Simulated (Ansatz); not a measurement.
The input, for Ansatz 0.2.0:

```yaml
crystal:
  periodic: [false, false, false]
  atoms:
    - {symbol: H, position_ang: [0.000000, 0.000000, -1.127000]}
    - {symbol: H, position_ang: [0.000000, 0.000000, -0.337000]}
    - {symbol: Br, position_ang: [0.000000, 0.000000, 1.464000]}
basis:
  gaussian: {orbitals: cc-pVDZ}
magnetization: {spin_polarized: false, initial_magnetization: 1}
correlation: {active_space: {window: {electrons: 9, orbitals: 7}}}
scf: {lower_state_search: light}
```

```sh
$ ansatz run in.yaml --threads 1 --pin off --events-out ev --progress --plain --max-ram 2393MiB
```

Problem. Roughly how long does this take on 1 thread of Arm Neoverse N1, shared host, and how much host memory?

Solution. 29 s wall and 0.17 GiB.

```
401 factors; integrals over basis functions are off by at most 1.6e-3 eV
mean field evaluation 1: about -70026.9764 eV, gradient 7.3e0 eV
mean field evaluation 2: about -70026.9922 eV, gradient 7.3e0 eV
mean field evaluation 4: about -70027.5299 eV, gradient 1.2e0 eV
mean field evaluation 8: about -70027.5668 eV, gradient 1.4e-1 eV
mean field evaluation 16: about -70026.8034 eV, gradient 4.4e0 eV
mean field evaluation 32: about -70026.9382 eV, gradient 5.0e-1 eV
mean field evaluation 64: about -70026.8801 eV, gradient 4.3e-4 eV
mean field -70027.56711695 eV, -2573.4656251582 hartree, gradient 2.0e-6 eV, S^2 0.750000; 10 other end points of the search recorded, 0 dependent functions left out
reference -70027.56711695 eV, -2573.4656251582 hartree; 19, 18 occupied and 18, 19 virtual orbitals, 401 factors
state -70028.49849211 eV, -2573.4998525640 hartree
Total energy: -70028.49849211 eV, -2573.4998525640 hartree
```

Natural occupations: 1.9999 1.9948 1.9914 1.9710 1.0042 0.0292 0.0094.
